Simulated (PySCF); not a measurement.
# CHN: the cost of one run

Programs: PySCF 2.14.0, with density-fitted response routines of our own. Each step states its level of theory. These are calculated values for one molecule in the gas phase, unless marked as measured. Atoms count from 0, in the outputs and in this text.

### 1 Starting geometry

3 atoms, charge 0, multiplicity 1; geometry from: MMFF94s. The atoms were then displaced at random by about 0.03 Å, so the start is not that level's minimum.

Bonds of the start (Å): C0–N1 1.08, C0–H2 1.19.

### 2 Optimising the geometry at PBE0-D3(BJ)/def2-SVP

What the job is given:

```
{"job": {"xc": "PBE0", "basis": "def2-SVP", "d3": "d3bj", "grid": 1, "shake": 0.03, "kind": "geom"}, "charge": 0, "multiplicity": 1}
C      0.029560    -0.077150     0.012540
N      1.111170     0.003340    -0.006470
H     -1.157140    -0.023400    -0.025960
```

Run with:

```sh
> OMP_NUM_THREADS=1 python probes_run.py task.json out
```

This one command runs all jobs of the session in turn.

**Question.** How long does this first job take on 1 thread of Arm Neoverse V1, shared host, and how much memory does it need?

About 1.9 s, with a peak of 0.23 GiB.
